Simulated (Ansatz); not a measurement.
`FC(F)C1CO1`. Charge 0, multiplicity 1. The structure was optimised at the PBE0-D4/def2-TZVP level. It is one conformer, not always the lowest.

```xyz
10

F     1.337   -1.554   -1.017
C     0.157   -0.984   -0.672
F    -0.649   -1.974   -0.213
C     0.371    0.031    0.406
C    -0.535    1.166    0.519
O     0.755    1.311   -0.049
H    -0.291   -0.547   -1.571
H     0.894   -0.342    1.284
H    -0.674    1.632    1.491
H    -1.365    1.263   -0.177
```

(1) What is the dipole moment at B3LYP/def2-TZVPP? (Estimate.)

(2) And with PBE, r2SCAN, ωB97M-V? (An estimate is asked.)

(3) Give the Mulliken charges with B3LYP, PBE, r2SCAN in def2-TZVPP. (An estimate is asked.)

## Answers

(1) The calculation gave: 2.22 D, with components (-1.72, 1.09, 0.88) D in this frame, pointing from negative to positive charge.

(2) Computed: PBE 2.05 D, r2SCAN 2.14 D, ωB97M-V 2.22 D.

(3) The calculation gave: 
```csv
atom,B3LYP,PBE,r2SCAN
F1,-0.20,-0.16,-0.20
C2,0.32,0.25,0.35
F3,-0.21,-0.16,-0.20
C4,0.07,0.04,0.11
C5,0.01,0.00,0.08
O6,-0.34,-0.27,-0.33
H7,0.06,0.05,0.02
H8,0.11,0.10,0.07
H9,0.09,0.08,0.05
H10,0.09,0.08,0.05
```

B3LYP here is the variant with VWN-RPA as its local correlation; programs differ in this.
